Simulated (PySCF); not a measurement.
C4H7N, SMILES CC(C)C#N, point group Cs.

Force field and properties: B3LYP/pcSseg-1 (PySCF, grid level 2). Vibrational terms come from second-order perturbation theory with semi-diagonal cubic constants, by steps of ±0.6 along the normal coordinates of each isotopologue. The parent has the commonest isotopes.

Equilibrium geometry (Å):

```
atom        x        y        z
  C1  -1.1887   0.3411   0.5731
  C2   0.0925   0.3501  -0.2806
  C3   0.5618  -1.0685  -0.6511
  C4   1.1638   1.0887   0.4011
  N5   2.0053   1.6610   0.9455
  H6  -1.5193   1.3577   0.8067
  H7  -1.9917  -0.1655   0.0272
  H8  -1.0246  -0.1909   1.5162
  H9  -0.1133   0.9008  -1.2085
 H10   0.7871  -1.6514   0.2483
 H11   1.4601  -1.0412  -1.2753
 H12  -0.2282  -1.5847  -1.2067
```

**Question.** Give the equilibrium and ground-state rotational constants (MHz) of parent; ²H at 8.

**Answer.** 
```tsv
species	Ae	Be	Ce	A0	B0	C0	Δ0 (u Å²)	harmonic ZPE (cm⁻¹)
parent	7894.1	3952.4	2882.3	7807.2	3938	2861.4	-16.448	22394
²H at 8	7514.6	3873.3	2835.3	7435	3859.3	2815.1	-19.402	21694
```

Δ0 = Ic − Ia − Ib from the ground-state constants.

**Question.** How is the parent's vibrational correction B0 − Be made up?

**Answer.** 
| axis | harmonic | Coriolis | cubic | total (MHz) |
| --- | --- | --- | --- | --- |
| a | 17.7 | -10.3 | -94.4 | -87 |
| b | 6.74 | -4.48 | -16.6 | -14.4 |
| c | 1.74 | -2 | -20.6 | -20.9 |

**Question.** And its quartic centrifugal distortion constants from the harmonic force field?

**Answer.** Asymmetric top, A reduction, Ir representation: ΔJ = 0.92 kHz, ΔJK = 9.14 kHz, ΔK = -2.73 kHz, δJ = 0.232 kHz, δK = 5.86 kHz.

**Question.** Which nuclear quadrupole couplings χaa, χbb, χcc (MHz) does the parent show, at equilibrium and averaged?

**Answer.** 14N at 5: -4.4, 2.4, 2.0 and -4.4, 2.4, 2.0.

A mode lies under 250 cm⁻¹, where this perturbation treatment is rough. Internal rotors are held in one well.
